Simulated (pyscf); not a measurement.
Structures and frequencies: ωB97X-D3(BJ)/def2-SVP in PySCF.

Task: For the elementary gas-phase step H₂B–NH₂ + SiH₄ → BH₃ + H₂N–SiH₃ (singlet surface; B–N, H–Si broken, B–H, N–Si formed), what barrier and reaction energy does PBE0-D3(BJ)/def2-TZVP give, measured from the separated reactants?

Result: ΔE‡ = 13.1 kcal/mol, ΔE = +29.0 kcal/mol. CCSD(T)/def2-TZVPP + ΔMP2(QZVPP) gives 17.6 kcal/mol and +26.6 kcal/mol. Zero-point energy shifts the barrier by +2.9 kcal/mol. It is a four-centre exchange, with an imaginary mode of 207i cm⁻¹. On the product side the descent ends in an adduct with a B–N contact (not fully relaxed), 28.9 kcal/mol under the separated species and 17.5 kcal/mol under the saddle at ωB97X-D3(BJ)/def2-TZVP. At PBE0-D3(BJ) the saddle lies under the separated products, which points to a path from their complex (located at ωB97X-D3(BJ) alone), and parting the products costs more than the saddle. What is counted as broken (B–N) persists as a longer contact in the product adduct; parting that adduct is a step of its own. At ωB97X-D3(BJ) the barrier from the zero used here is 14.8 kcal/mol. One saddle was located; it need not be the lowest between these sides. The CCSD(T) − MP2 part came from Ansatz, without density fitting, on the same reference.
